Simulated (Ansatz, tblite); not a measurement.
Spin states of the cluster SiO2⁻, each relaxed with PBE0-D4/def2-TZVPD in Ansatz. Electronic energies in the gas phase.

The xTB rows come from tblite. Correlated methods freeze 7 core orbitals. In CCSD on the charge -1 quartet the largest single amplitude is 0.31, so its Hartree–Fock determinant may place the open shell otherwise than the density functionals do. The structure comes from a short search, and lower isomers may exist.

Doublet geometry (C2v within 0.1 Å):

```xyz
3

Si   -0.099    0.203   -0.288
O    -0.734   -1.211   -0.366
O     0.833    1.008    0.654
```

Quartet geometry (C2v within 0.1 Å):

```tsv
atom	x (Å)	y (Å)	z (Å)
Si1	0.172	0.398	-0.521
O2	0.443	0.630	1.070
O3	-0.616	-1.028	-0.549
```

⟨S²⟩: doublet 0.76 at PBE0-D4/def2-TZVPD (pure 0.75), quartet 3.77 at PBE0-D4/def2-TZVPD (pure 3.75).

Run but left out: HF/STO-3G, HF/def2-TZVPD, HF/def2-TZVPPD, MP2/def2-TZVPD, MP2/def2-TZVPPD (quartet: a determinant that CCSD turns far, T1 0.090).

Only these spin states were relaxed.

Task: Estimate which spin state lies lowest at each of these levels, and by how much: GFN1-xTB; GFN2-xTB; r2SCAN-D4/def2-TZVPD; r2SCANh-D4/def2-TZVPD; PBE0-D4/def2-TZVPD; B2PLYP/def2-TZVPD; RPA@PBE/def2-TZVPD; CCSD/def2-TZVPPD.

Result: 
```
                level  quartet − doublet (kcal/mol)  lowest of these                                               remarks
             GFN1-xTB                         155.1          doublet                                                     –
             GFN2-xTB                         134.3          doublet                                                     –
 r2SCAN-D4/def2-TZVPD                          90.7          doublet  HOMO above zero (doublet), HOMO above zero (quartet)
r2SCANh-D4/def2-TZVPD                          91.4          doublet                             HOMO above zero (quartet)
   PBE0-D4/def2-TZVPD                          93.9          doublet                             HOMO above zero (quartet)
    B2PLYP/def2-TZVPD                         103.6          doublet                                                     –
   RPA@PBE/def2-TZVPD                          91.6          doublet                                                     –
     CCSD/def2-TZVPPD                         100.5          doublet                            large T1 (0.090) (quartet)
```

Change of the quartet − doublet gap on mixing in exact exchange, in kcal/mol: r2SCAN to r2SCANh (10 % exact exchange) 0.8. The xTB methods have no term that favours high spin, so they put low spin too low.
